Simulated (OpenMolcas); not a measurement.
# Two attempts at CH3NO (formaldoxime)

Wanted: a single-point energy of CH3NO (formaldoxime), CISD/6-31G.

The results are computed with OpenMolcas 26.06.

**1. The system as given**

CH3NO: 6 atoms, total charge 0, spin state singlet. As SMILES, `C=NO`. The shape is that of a GFN2-xTB optimisation.

Bond lengths: C1–N2 1.256 Å, N2–O3 1.388 Å, C1–H4 1.076 Å, C1–H5 1.086 Å, O3–H6 0.968 Å. Angles: C1–N2–O3 116.0°, N2–C1–H4 116.5°, N2–C1–H5 124.3°, N2–O3–H6 104.7°, H4–C1–H5 119.2°.

**2. First attempt**

job.inp reads:

```
&GATEWAY
BasisSet
C.6-31G....
C1 1.536290 -0.779800 1.387700 angstrom
End of Basis
BasisSet
N.6-31G....
N2 -0.049470 -0.553420 0.178870 angstrom
End of Basis
BasisSet
O.6-31G....
O3 1.120090 -0.115520 0.784220 angstrom
End of Basis
BasisSet
H.6-31G....
H4 -1.555160 -0.043500 -1.010430 angstrom
H5 -0.304790 1.305140 -0.702260 angstrom
H6 1.436290 -0.879800 1.287700 angstrom
End of Basis
&SEWARD
&SCF
Iterations=76
PrOrbitals=1 1
&MOTRA
Frozen=3
&GUGA
Electrons=18
Spin=1
Inactive=9
Active=0
CIAll=1
&CPF
SDCI
```

Started as:

```console
$ export MOLCAS_MEM=1860
$ pymolcas job.inp > job.log
```

Log:

```text
--- Start Module: gateway ---

                                              &GATEWAY

                       available to each process: 1.9 GB of memory, 1 thread

++    Symmetry information:
      ---------------------

                    Character Table for C1

                             E
                    a        1  x, y, xy, Rz, z, xz, Ry, yz, Rx, I
--

++    Basis set information:
      ----------------------

      Basis set label: C.6-31G.........

      Electronic valence basis set:
      ------------------
      Associated Effective Charge   6.000000 au
      Associated Actual Charge      6.000000 au
      Nuclear Model: Point charge

      Shell  nPrim  nBasis  Cartesian Spherical Contaminant
         s      10       3        X
         p       4       2        X

      Basis set label: N.6-31G.........

[... 144 lines left out ...]
      Nuclear repulsion energy =   91.71884849
[... 41 lines left out ...]
                                   SCF        iterations: Energy and convergence statistics
[... 31 lines left out ...]
 *                                             SCF/KS-DFT Program, Final results                                             *
[... 56 lines left out ...]
      Dipole Moment (debye):
[... 38 lines left out ...]
      Nuclear repulsion energy =   91.71884849
[... 185 lines left out ...]
  ITER      TOTAL ENERGY          CORR ENERGY           DECREASE
[... 8 lines left out ...]
     FINAL CI ENERGY          -159.15416096
[... 52 lines left out ...]
      Title:  SDCI natural orbitals
[... 45 lines left out ...]
      Total electronic charge=   24.000000

      Total            charge=    0.000000
--

++    Molecular properties:
      ---------------------

      Dipole Moment (debye):
      Origin of the operator (angstrom)=    0.7825   -0.4125    0.6946
                   X= -2.4785E+00               Y=  1.5332E+00               Z= -2.5290E+00           Total=  3.8587E+00
      Quadrupole Moment (debye*angstrom):
      Origin of the operator (angstrom)=    0.7825   -0.4125    0.6946
                  XX= -1.7040E+01              XY= -4.8669E-01              XZ=  9.0366E-01              YY= -1.8494E+01
                  YZ= -7.2715E-01              ZZ= -1.8105E+01
      In traceless form (debye*angstrom)
                  XX=  1.2591E+00              XY= -7.3004E-01              XZ=  1.3555E+00              YY= -9.2133E-01
                  YZ= -1.0907E+00              ZZ= -3.3773E-01
--

--- Stop Module: cpf /rc=_RC_ALL_IS_WELL_ ---

.##################.
.# Happy landing! #.
.##################.

    Timing: Wall=1.95 User=1.54 System=0.40
```

Wall time 2.1 s (1 thread of Arm Neoverse V2, shared host); peak memory 0.37 GiB.

**3. What went wrong**

The program ended normally, but the settings are unsound, so its numbers aren't properties of the molecule.

Cause: two atoms lie on top of or far too near each other. As the program read them, the closest atoms are 0.17 Å apart, against 0.97 Å in the sound input.

**4. Try two**

job.input reads:

```
&GATEWAY
BasisSet
C.6-31G....
C1 -0.646970 0.287100 -0.538110 angstrom
End of Basis
BasisSet
N.6-31G....
N2 -0.049470 -0.553420 0.178870 angstrom
End of Basis
BasisSet
O.6-31G....
O3 1.120090 -0.115520 0.784220 angstrom
End of Basis
BasisSet
H.6-31G....
H4 -1.555160 -0.043500 -1.010430 angstrom
H5 -0.304790 1.305140 -0.702260 angstrom
H6 1.436290 -0.879800 1.287700 angstrom
End of Basis
&SEWARD
&SCF
PrOrbitals
0
&MOTRA
Frozen
3
&GUGA
Electrons
18
Spin
1
Inactive
9
Active
0
CIAll
1
&CPF
SDCI
```

Started as:

```console
$ export MOLCAS_MEM=300
$ pymolcas job.input > job.log
```

Log:

```text
--- Start Module: gateway ---

                                              &GATEWAY

                       available to each process: 300 MB of memory, 1 thread

++    Symmetry information:
      ---------------------

                    Character Table for C1

                             E
                    a        1  x, y, xy, Rz, z, xz, Ry, yz, Rx, I
--

++    Basis set information:
      ----------------------

      Basis set label: C.6-31G.........

      Electronic valence basis set:
      ------------------
      Associated Effective Charge   6.000000 au
      Associated Actual Charge      6.000000 au
      Nuclear Model: Point charge

      Shell  nPrim  nBasis  Cartesian Spherical Contaminant
         s      10       3        X
         p       4       2        X

      Basis set label: N.6-31G.........

[... 145 lines left out ...]
      Nuclear repulsion energy =   70.87414792
[... 41 lines left out ...]
                                   SCF        iterations: Energy and convergence statistics
[... 19 lines left out ...]
 *                                             SCF/KS-DFT Program, Final results                                             *
[... 37 lines left out ...]
      Dipole Moment (debye):
[... 38 lines left out ...]
      Nuclear repulsion energy =   70.87414792
[... 185 lines left out ...]
  ITER      TOTAL ENERGY          CORR ENERGY           DECREASE
[... 8 lines left out ...]
     FINAL CI ENERGY          -169.07087055
[... 31 lines left out ...]
      Title:  SDCI natural orbitals
[... 45 lines left out ...]
      Total electronic charge=   24.000000

      Total            charge=    0.000000
--

++    Molecular properties:
      ---------------------

      Dipole Moment (debye):
      Origin of the operator (angstrom)=    0.2006   -0.1281    0.1813
                   X= -3.2444E-01               Y=  1.5530E-02               Z= -2.1638E-01           Total=  3.9028E-01
      Quadrupole Moment (debye*angstrom):
      Origin of the operator (angstrom)=    0.2006   -0.1281    0.1813
                  XX= -1.6511E+01              XY= -3.2026E+00              XZ=  2.8261E+00              YY= -1.7810E+01
                  YZ= -2.5473E+00              ZZ= -1.6078E+01
      In traceless form (debye*angstrom)
                  XX=  4.3322E-01              XY= -4.8039E+00              XZ=  4.2391E+00              YY= -1.5154E+00
                  YZ= -3.8209E+00              ZZ=  1.0822E+00
--

--- Stop Module: cpf /rc=_RC_ALL_IS_WELL_ ---

.##################.
.# Happy landing! #.
.##################.

    Timing: Wall=1.45 User=1.21 System=0.23
```

Wall time 1.6 s (1 thread of Arm Neoverse V2, shared host); peak memory 0.22 GiB.

**5. Summary of results**

Level: CISD/6-31G.

```
                                   quantity          value
                               total energy  -169.07087 Eh
         dipole moment (mean-field density)         0.63 D
        HOMO energy (Hartree–Fock orbitals)      -11.15 eV
        LUMO energy (Hartree–Fock orbitals)        4.29 eV
      HOMO–LUMO gap (Hartree–Fock orbitals)       15.44 eV
correlation energy (3 core orbitals frozen)     -310.1 mEh
```

**Reading.** The first attempt's energy was +269.847 eV off this one. Mulliken charges of the mean-field density run from -0.61 on O3 to +0.44 on H6.
